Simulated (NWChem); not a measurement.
CH$_{6}$Si; SMILES C[SiH3]

Program: NWChem. Coordinates come from a PBE0/def2-SVP optimisation. Level PBE/def2-SVP: single points from the atomic guess with DIIS by default; each run changes one setting, and all converged runs end within 0.3 mHa of each other. cgmin counts macro-iterations, each dearer than a DIIS step.

Q: Which setting needs the most SCF iterations, or fails (defaults; quadratically convergent solver (cgmin); DIIS on 20 Fock matrices; no DIIS, 40 % damping; core-Hamiltonian guess)?

A: no DIIS, 40 % damping, with 13 against 7 for the defaults.
| setting | SCF iterations |
|---|---|
| defaults | 7 |
| core-Hamiltonian guess | 10 |
| quadratically convergent solver (cgmin) | 4 |
| no DIIS, 40 % damping | 13 |
| DIIS on 20 Fock matrices | 7 |
